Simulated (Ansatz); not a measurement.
**NH3 (singlet): from Hartree-Fock to the top rungs at distance N1–H4 = 0.800 Å, 6-31G**

An exercise on one series of results from a longer session: the logs are not shown, and one member is left open.

Computed with Ansatz 0.2.0, Gaussian basis. Level: 6-31G, core rule «outside noble gas», up to 1 orbitals frozen.

Plan: UHF; CCSD(T) on RHF; BCCD(T) on RHF; CISD; CCSDT(Q) on RHF; CISDTQ; CCSDTQ on RHF; CASSCF and MRCISD+Q, 2 electrons in 2 orbitals; CASSCF and NEVPT2, 2 electrons in 2 orbitals; Full CI.

15 further runs of the same task are left out: 2 for a known fault of the program, 10 that didn't finish, 3 set aside as unsound or not needed.

## The system

The geometry derives from a PBE0/def2-TZVP stationary point (not a proven minimum). One bond is set to the value named and the two fragments are kept rigid.

4 atoms, charge 0, spin multiplicity 1.

Atoms are counted from 1 here; the program's logs count them from 0.

Bond lengths: N1–H2 1.012 Å, N1–H3 1.012 Å, N1–H4 0.800 Å. Angles: H2–N1–H3 107.1°, H2–N1–H4 107.1°, H3–N1–H4 107.1°.

Geometry (Å):

```xyz
4
H3N
N    -0.0054   -0.0103   -0.0620
H     0.9328    0.0028    0.3184
H    -0.4883    0.7980    0.3101
H    -0.3697   -0.6583    0.2335
```

Set-up of the first run:

Contents of in.yaml:

```yaml
crystal:
  periodic: [false, false, false]
  atoms:
    - {symbol: N, position_ang: [-0.005380, -0.010256, -0.062033]}
    - {symbol: H, position_ang: [0.932806, 0.002769, 0.318379]}
    - {symbol: H, position_ang: [-0.488328, 0.798024, 0.310150]}
    - {symbol: H, position_ang: [-0.369712, -0.658266, 0.233510]}
basis:
  gaussian: {orbitals: 6-31G}
magnetization: {spin_polarized: true, initial_magnetization: 0}
hamiltonian: {xc: hf}
output: {orbitals: {seedname: orbitals}}
```

On the command line:

```bash
> ansatz run in.yaml --threads 1 --pin off --events-out ev --progress --plain --max-ram 2393MiB
```

Steps of the session up to this table: UHF; CCSD(T) on RHF; BCCD(T) on RHF; CISD; CCSDT(Q) on RHF; CISDTQ; CCSDTQ on RHF; CASSCF and MRCISD+Q, 2 electrons in 2 orbitals; CASSCF and NEVPT2, 2 electrons in 2 orbitals; Full CI.

One of the session's tables, all rows but one given; the rest of the session is left out.

| method | from FCI (meV) |
| --- | --- |
| RHF | +3343.0 |
| RMP2 | +378.1 |
| CISD | +162.4 |
| RCCSD | +42.0 |
| RCCSD(T) | +9.9 |
| BCCD(T) | +10.1 |
| RCCSDT | +6.8 |
| CISDTQ | +4.2 |
| RCCSDT(Q) | +0.1 |
| RCCSDTQ | +0.3 |
| CASSCF pair | ? |
| NEVPT2 pair | +303.2 |
| MRCISD pair | +120.5 |
| MRCISD+Q pair | +23.5 |
| FCI | 0 |

Q: Estimate the row for CASSCF pair from the others.

As computed: from FCI (meV): +2836.4. In the column «from FCI (meV)» it lies between RMP2 (+378.1) and RHF (+3343.0).
